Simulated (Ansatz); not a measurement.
A run for Ansatz (a quantum-chemistry and plane-wave program): U-B3LYP/def2-TZVPPD on O (SMILES [O]), 2S+1 = 3. Files ending in .json are basis or fitting sets from the Basis Set Exchange.

Ansatz 0.2 input:
```yaml
crystal:
  periodic: [false, false, false]
  atoms:
    - {symbol: O, position_ang: [0.00000000, 0.00000000, 0.00000000]}
basis:
  gaussian:
    orbitals: def2-TZVPPD.json
hamiltonian:
  xc: {name: B3LYP}
magnetization: {spin_polarized: true, initial_magnetization: 2}
```

The head of its log:

```
WARN ansatz: RAYON_NUM_THREADS=1 ignored (pool sized by the plan → 1); use --threads N
Functional definition: B3LYP
integrals: 0.00 GiB planned
184 factors; their error is unknown
mean field: 0.07 GiB planned
mean field evaluation 1: about -2043.3023 eV, gradient 8.2e0 eV
mean field evaluation 2: about -2043.3885 eV, gradient 5.4e0 eV
```

What total energy does the run end on?

-75.0970 hartree.
